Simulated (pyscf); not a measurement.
A first-order saddle from PySCF, ωB97X-D3(BJ)/def2-SVP:

```
Mo
F 1 1.8264
F 1 1.8310 2 88.78
F 1 1.8390 2 162.60 3 -71.61
F 1 1.8499 2 84.15 3 -117.44
S 1 2.2174 2 98.38 5 -149.36
H 6 1.5307 1 83.28 2 106.69
S 7 1.7142 6 128.77 1 -18.13
H 8 1.3492 7 110.17 6 106.11
```
Charge 0, spin multiplicity 1.

Surface: singlet, charge 0. Lowest wavenumbers (cm⁻¹): 1202i, 52, 118, 159, 199.

Problem. What reaction is this the transition state of?

Solution. F–Mo(F)(F)(F)=S + H₂S ⇌ F–Mo(F)(F)(F)(SH)–SH, an addition across a multiple bond or ene-type step read from left to right: H–S broken and H–S, Mo–S formed. At ωB97M-D3(BJ)/def2-TZVP it lies +41.4 kcal/mol from the left side and +24.3 kcal/mol from the right (each side as separated species at their lowest minima found). On the reactant side the descent ends in an adduct with a Mo–S contact, 1.5 kcal/mol over the separated species and 33.7 kcal/mol under the saddle at ωB97X-D3(BJ)/def2-TZVP. What is counted as formed (Mo–S) is already present as a longer contact in the reactant adduct; forming that adduct is a step of its own. At ωB97X-D3(BJ)/def2-TZVP the barrier from the zero used here is 35.1 kcal/mol. From the product side, SH• + [F–Mo(F)(F)(F)–SH]• lies, by one bond made or cut, 6.0 kcal/mol under this saddle at ωB97M-D3(BJ)/def2-TZVP. One saddle was located; it need not be the lowest between these sides. Elements past Kr carry the def2 core potentials, without spin-orbit coupling.
